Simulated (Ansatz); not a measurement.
# One shape, several levels: SiH2 (SMILES [H][Si][H])

Aim: a comparison of 6 runs (UHF/3-21G, UB3LYP/3-21G, PBE/cc-pVDZ, UMP2/3-21G, CCSD/cc-pVDZ, FCI/cc-pVDZ) of SiH2. 

The results are computed with Ansatz 0.2.0.

61 further runs of the same task are left out: 61 set aside as unsound or not needed.

### Step 1. The system as given

SiH2: 3 atoms, total charge 0, spin state singlet. SMILES: `[H][Si][H]`. The H3–Si1 distance was set to 3.713 Å, away from the relaxed value. At this shape a bond of the SMILES string is far longer than usual.

Bond lengths: Si1–H2 1.486 Å.

### Step 2. A single-point energy at UHF/3-21G (run 1)

Input file job.yaml:

```yaml
crystal:
  periodic: [false, false, false]
  atoms:
    - {symbol: Si, position_ang: [1.686188, -0.062654, -2.116653]}
    - {symbol: H, position_ang: [2.791198, -0.074504, -1.123543]}
    - {symbol: H, position_ang: [-1.115450, 0.028170, 0.318290]}
basis:
  gaussian: {orbitals: 3-21G.json}
accuracy: high
magnetization: {spin_polarized: true}
hamiltonian: {xc: hf}
```

The basis set 3-21G is read from a file made from the Basis Set Exchange's data (not shown).

The run is started by

```sh
$ ansatz run job.yaml --threads 1 --pin off --max-ram 2610MiB --events-out events.jsonl --progress --plain --runs-dir runs
```

The log of the run:

```text
Warning: RAYON_NUM_THREADS=1 ignored (pool sized by the plan → 1); use --threads N
Functional definition: HF
  name "HF"
  exchange = exact_x
  correlation = 0
316 factors; integrals over basis functions are off by at most 2.9e-9 eV
mean field evaluation 1: about -7842.0115 eV, gradient 1.0e1 eV
mean field evaluation 2: about -7842.0109 eV, gradient 1.0e1 eV
mean field evaluation 4: about -7844.6981 eV, gradient 1.1e0 eV
mean field evaluation 8: about -7844.7280 eV, gradient 6.1e-4 eV
mean field evaluation 16: about -7844.7364 eV, gradient 3.6e-1 eV
mean field evaluation 32: about -7847.6506 eV, gradient 2.4e0 eV
mean field evaluation 64: about -7847.8414 eV, gradient 8.2e-3 eV
mean field evaluation 96: about -7847.8412 eV, gradient 1.9e-2 eV
mean field evaluation 128: about -7847.6787 eV, gradient 2.9e0 eV
mean field evaluation 160: about -7844.7280 eV, gradient 2.6e-2 eV
mean field -7847.85292427 eV, -288.4032755012 hartree, gradient 1.0e-8 eV, S^2 0.988125; 8 other end points of the search recorded, 0 dependent functions left out
reference -7847.85292427 eV, -288.4032755012 hartree; 8, 8 occupied and 9, 9 virtual orbitals, 316 factors
Total energy: -7847.85292427 eV, -288.4032755012 hartree
```

Run time: 0.24 s. Hardware: 1 thread of Arm Neoverse V1, shared host.

### Step 3. A single-point energy at UB3LYP/3-21G (run 2)

Input file run.yaml:

```yaml
crystal:
  periodic: [false, false, false]
  atoms:
    - {symbol: Si, position_ang: [1.686188, -0.062654, -2.116653]}
    - {symbol: H, position_ang: [2.791198, -0.074504, -1.123543]}
    - {symbol: H, position_ang: [-1.115450, 0.028170, 0.318290]}
basis:
  gaussian:
    orbitals: 3-21G.json
magnetization:
  spin_polarized: true
  initial_magnetization: 0
hamiltonian:
  xc: {name: B3LYP}
accuracy: high
```

The basis set 3-21G is read from a file made from the Basis Set Exchange's data (not shown).

The run is started by

```sh
$ ansatz run run.yaml --threads 1 --pin off --max-ram 2610MiB --events-out events.jsonl --progress --plain --runs-dir runs
```

The log of the run (excerpt; [...] marks lines left out):

```text
Warning: RAYON_NUM_THREADS=1 ignored (pool sized by the plan → 1); use --threads N
Functional definition: B3LYP
  name "B3LYP"
[...]
316 factors; integrals over basis functions are off by at most 2.9e-9 eV
[...]
mean field -7863.33479556 eV, -288.9722237771 hartree, gradient 2.7e-8 eV, S^2 0.938035; 9 other end points of the search recorded, 0 dependent functions left out
reference -7863.33482489 eV, -288.9722248548 hartree; 8, 8 occupied and 9, 9 virtual orbitals, 316 factors
Total energy: -7863.33482489 eV, -288.9722248548 hartree
```

Wall time 4.5 s (1 thread of Arm Neoverse V1, shared host); peak memory 0.099 GiB.

Runs 3 to 5 aren't shown in full; the table further down has their settings and results.

### Step 4. The energy at FCI/cc-pVDZ (run 6)

Input file job.yaml:

```yaml
basis:
  gaussian: {orbitals: cc-pVDZ}
crystal:
  periodic: [false, false, false]
  atoms:
    - {symbol: Si, position_ang: [1.686188, -0.062654, -2.116653]}
    - {symbol: H, position_ang: [2.791198, -0.074504, -1.123543]}
    - {symbol: H, position_ang: [-1.115450, 0.028170, 0.318290]}
correlation: {method: fci, frozen_orbitals: {H: 0, Si: 5}}
accuracy: high
```

The run is started by

```sh
$ ansatz run job.yaml --threads 1 --pin off --max-ram 2610MiB --events-out events.jsonl --progress --plain --runs-dir runs
```

The log of the run (excerpt; [...] marks lines left out):

```text
Warning: RAYON_NUM_THREADS=1 ignored (pool sized by the plan → 1); use --threads N
[... 2 set-up lines as earlier in the session ...]
[...]
508 factors; integrals over basis functions are off by at most 2.8e-9 eV
[...]
mean field -7886.55603220 eV, -289.8255884838 hartree, gradient 2.1e-8 eV, S^2 0.000000; 6 other end points of the search recorded, 0 dependent functions left out; unrestricted orbitals would lower it
[...]
determinant -7886.55603220 eV, -289.8255884838 hartree, with singles and doubles -7891.09817506 eV, -289.9925091551 hartree
determinant -7884.46112912 eV, -289.7486022156 hartree, with singles and doubles -7889.54494185 eV, -289.9354288874 hartree
unrestricted determinant -7889.35650639 eV, -289.9285040118 hartree, S^2 0.9998
5 core orbitals not correlated: weight in the atoms' cores, before any rotation towards them, 1.000 or more for the frozen orbitals, at most 0.000 for the correlated occupied ones
reference -7886.55603220 eV, -289.8255884838 hartree; 3, 3 occupied and 20, 20 virtual orbitals, 508 factors
state -7891.90580586 eV, -290.0221890396 hartree
Total energy: -7891.90580586 eV, -290.0221890396 hartree
```

Run time: 7.8 s. Hardware: 1 thread of Arm Neoverse V1, shared host; peak memory 0.23 GiB.

### Step 5. The series

```csv
run,level,frozen core orbitals,energy (Eh),wall time
1,UHF/3-21G,–,-288.403276,0.24 s
2,UB3LYP/3-21G,–,-288.972225,4.5 s
3,PBE/cc-pVDZ,–,-290.306283,0.89 s
4,UMP2/3-21G,5,-288.433590,0.39 s
5,CCSD/cc-pVDZ,5,-290.009737,0.57 s
6,FCI/cc-pVDZ,5,-290.022189,7.8 s
```

### Step 6. Outcome

```
                                          quantity          value
                               run 6: total energy  -290.02219 Eh
run 6: correlation energy (5 core orbitals frozen)     -196.6 mEh
```

Against full CI in this basis: CCSD +12.5 mEh. Totals of different functionals can't be ranked against each other. In run 5 the T1 diagnostic is large, so a single reference may not serve. In run 5 the log says that unrestricted orbitals would lower the reference, so the values rest on an unstable closed-shell determinant (other closed-shell runs at this shape may share the fault). In runs 3, 5 a closed-shell determinant meets a far-stretched bond, which it describes badly. Spin contamination of the reference: run 1 ⟨S²⟩ = 0.99, run 4 ⟨S²⟩ = 0.99, run 2 ⟨S²⟩ = 0.94. Where it is this large, the reference is a mixture of spin states, and values that rest on it are in doubt. All runs together took 14 s, the longest 7.8 s.
